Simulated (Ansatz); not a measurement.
Input file:

```yaml
crystal:
  periodic: [false, false, false]
  atoms:
    - {symbol: Cl, position_ang: [-0.000771, 0.401827, 2.683116]}
    - {symbol: Ga, position_ang: [0.000680, -0.383928, 0.638284]}
    - {symbol: Ga, position_ang: [-0.000469, 0.161358, -1.994468]}
    - {symbol: H, position_ang: [0.012506, 1.262269, -0.562799]}
basis:
  gaussian: {orbitals: STO-3G}
magnetization: {spin_polarized: true, initial_magnetization: 0}
hamiltonian: {xc: hf}
output: {orbitals: {seedname: orbitals}}
```

```sh
$ ansatz run in.yaml --threads 1 --pin off --events-out ev --progress --plain --max-ram 2393MiB
```

Question: Roughly how long does this take on 1 thread of Intel Xeon, shared host, and how much host memory?

Answer: 1.8 min wall and 0.19 GiB.

```
458 factors; integrals over basis functions are off by at most 1.3e-4 eV
mean field evaluation 1: about -115832.7878 eV, gradient 8.8e0 eV
mean field evaluation 2: about -115832.7989 eV, gradient 8.8e0 eV
mean field evaluation 4: about -115834.4528 eV, gradient 2.0e0 eV
mean field evaluation 8: about -115834.8083 eV, gradient 1.0e0 eV
mean field evaluation 16: about -115839.2962 eV, gradient 1.0e1 eV
mean field evaluation 32: about -115841.7466 eV, gradient 1.4e-5 eV
mean field evaluation 64: about -115842.2841 eV, gradient 1.5e-2 eV
mean field evaluation 96: about -115842.2858 eV, gradient 4.9e-3 eV
mean field evaluation 128: about -115842.2746 eV, gradient 3.2e-2 eV
mean field evaluation 160: about -115842.2403 eV, gradient 1.2e-1 eV
mean field evaluation 192: about -115837.9149 eV, gradient 6.0e0 eV
mean field evaluation 224: about -115842.4357 eV, gradient 7.9e-1 eV
mean field evaluation 256: about -115840.8543 eV, gradient 9.3e-1 eV
mean field evaluation 288: about -115841.4837 eV, gradient 8.6e-2 eV
mean field evaluation 320: about -115839.7387 eV, gradient 2.4e0 eV
mean field evaluation 352: about -115841.4949 eV, gradient 2.4e-1 eV
mean field evaluation 384: about -115839.9229 eV, gradient 3.5e0 eV
mean field evaluation 416: about -115833.5118 eV, gradient 1.3e1 eV
mean field evaluation 448: about -115842.5343 eV, gradient 1.3e-2 eV
mean field evaluation 480: about -115842.5187 eV, gradient 3.0e-2 eV
mean field evaluation 512: about -115842.4040 eV, gradient 1.2e-1 eV
mean field evaluation 544: about -115838.1843 eV, gradient 6.3e0 eV
mean field evaluation 576: about -115842.5345 eV, gradient 3.1e-3 eV
mean field evaluation 608: about -115840.8242 eV, gradient 2.5e0 eV
mean field evaluation 640: about -115839.1954 eV, gradient 1.4e1 eV
mean field evaluation 672: about -115842.5133 eV, gradient 3.6e-1 eV
mean field evaluation 704: about -115840.4366 eV, gradient 8.7e0 eV
mean field -115842.54967440 eV, -4257.1351796338 hartree, gradient 1.6e-6 eV, S^2 1.990198; 9 other end points of the search recorded, 0 dependent functions left out
reference -115842.54967440 eV, -4257.1351796338 hartree; 40, 40 occupied and 6, 6 virtual orbitals, 458 factors
Total energy: -115842.54967440 eV, -4257.1351796338 hartree
```
